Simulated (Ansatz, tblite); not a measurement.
Removing and adding an electron: Mg₃H₄ (the lowest singlet isomer of a short search). Charge 0, multiplicity 1. Geometry: r2SCAN-D4/def2-TZVP. Ansatz, gas phase; energy differences of separate SCF runs; the oxidised species was run as a doublet alone; the reduced species was run as a doublet alone.

Cartesian coordinates in Å:
```
Mg -0.849 1.142 -0.251
Mg -1.404 -1.779 1.405
Mg 1.319 -0.544 -0.224
H -2.280 2.069 -0.173
H -0.083 -0.130 -1.397
H 2.574 -1.697 -0.116
H 0.722 0.940 0.757
```

The xTB rows come from tblite. Correlated methods freeze 3 core orbitals; core or outer-core shells of Mg are correlated, in sets that lack core-valence functions. The structure comes from a short search, and lower isomers may exist.

Task: Estimate orbital energies and vertical ionisation energies and electron affinities at: GFN1-xTB; GFN2-xTB; HF/def2-TZVPP; PBE-D4/def2-TZVP; PBE-D4/def2-TZVPD; r2SCAN-D4/def2-TZVP; r2SCAN-D4/def2-TZVPD; PBE0-D4/def2-TZVP; PBE0-D4/def2-TZVPD; MP2/def2-TZVPP; CCSD/def2-TZVPP; CCSD(T)/def2-TZVPP.

Result: 
```json
{"level": "GFN1-xTB", "−HOMO (eV)": "10.99", "vertical IE (eV)": "13.94", "−LUMO (eV)": "6.07", "vertical EA (eV)": "3.33", "HOMO–LUMO gap (eV)": "4.92", "IE − EA (eV)": "10.61", "remarks": "–"}
{"level": "GFN2-xTB", "−HOMO (eV)": "8.24", "vertical IE (eV)": "11.70", "−LUMO (eV)": "5.75", "vertical EA (eV)": "3.59", "HOMO–LUMO gap (eV)": "2.50", "IE − EA (eV)": "8.11", "remarks": "–"}
{"level": "HF/def2-TZVPP", "−HOMO (eV)": "–", "vertical IE (eV)": "7.29", "−LUMO (eV)": "–", "vertical EA (eV)": "–", "HOMO–LUMO gap (eV)": "–", "IE − EA (eV)": "–", "remarks": "–"}
{"level": "PBE-D4/def2-TZVP", "−HOMO (eV)": "5.57", "vertical IE (eV)": "7.96", "−LUMO (eV)": "2.70", "vertical EA (eV)": "–", "HOMO–LUMO gap (eV)": "2.87", "IE − EA (eV)": "–", "remarks": "–"}
{"level": "PBE-D4/def2-TZVPD", "−HOMO (eV)": "5.56", "vertical IE (eV)": "–", "−LUMO (eV)": "2.70", "vertical EA (eV)": "0.96", "HOMO–LUMO gap (eV)": "2.87", "IE − EA (eV)": "–", "remarks": "HOMO above zero (-1 doublet)"}
{"level": "r2SCAN-D4/def2-TZVP", "−HOMO (eV)": "5.70", "vertical IE (eV)": "7.87", "−LUMO (eV)": "2.58", "vertical EA (eV)": "–", "HOMO–LUMO gap (eV)": "3.12", "IE − EA (eV)": "–", "remarks": "–"}
{"level": "r2SCAN-D4/def2-TZVPD", "−HOMO (eV)": "5.69", "vertical IE (eV)": "–", "−LUMO (eV)": "2.58", "vertical EA (eV)": "0.95", "HOMO–LUMO gap (eV)": "3.11", "IE − EA (eV)": "–", "remarks": "HOMO above zero (-1 doublet)"}
{"level": "PBE0-D4/def2-TZVP", "−HOMO (eV)": "6.31", "vertical IE (eV)": "8.13", "−LUMO (eV)": "2.11", "vertical EA (eV)": "–", "HOMO–LUMO gap (eV)": "4.20", "IE − EA (eV)": "–", "remarks": "–"}
{"level": "PBE0-D4/def2-TZVPD", "−HOMO (eV)": "6.30", "vertical IE (eV)": "–", "−LUMO (eV)": "2.11", "vertical EA (eV)": "0.93", "HOMO–LUMO gap (eV)": "4.19", "IE − EA (eV)": "–", "remarks": "HOMO above zero (-1 doublet)"}
{"level": "MP2/def2-TZVPP", "−HOMO (eV)": "–", "vertical IE (eV)": "8.03", "−LUMO (eV)": "–", "vertical EA (eV)": "–", "HOMO–LUMO gap (eV)": "–", "IE − EA (eV)": "–", "remarks": "–"}
{"level": "CCSD/def2-TZVPP", "−HOMO (eV)": "–", "vertical IE (eV)": "8.18", "−LUMO (eV)": "–", "vertical EA (eV)": "–", "HOMO–LUMO gap (eV)": "–", "IE − EA (eV)": "–", "remarks": "–"}
{"level": "CCSD(T)/def2-TZVPP", "−HOMO (eV)": "–", "vertical IE (eV)": "8.21", "−LUMO (eV)": "–", "vertical EA (eV)": "–", "HOMO–LUMO gap (eV)": "–", "IE − EA (eV)": "–", "remarks": "–"}
```

Relaxing the reduced species (r2SCAN-D4/def2-TZVPD) changes its energy by -0.18 eV at PBE-D4/def2-TZVPD, so the adiabatic electron affinity to this nearest minimum is 1.14 eV. At PBE0-D4/def2-TZVPD it is 1.15 eV. The highest occupied level of the relaxed charge -1 doublet lies above zero (up to 0.63 eV). By energy differences its removal costs 1.14 eV (each at its own geometry, to the charge 0 singlet, at PBE-D4/def2-TZVPD); the vertical value is larger still, so the positive level points to self-interaction error.     A HOMO above zero means that the electron is unbound at that level or that self-interaction error raises the level; the energy of removing that electron tells which. Raw xTB energy differences between charge states are shifted by several eV; the methods need an empirical correction for them.
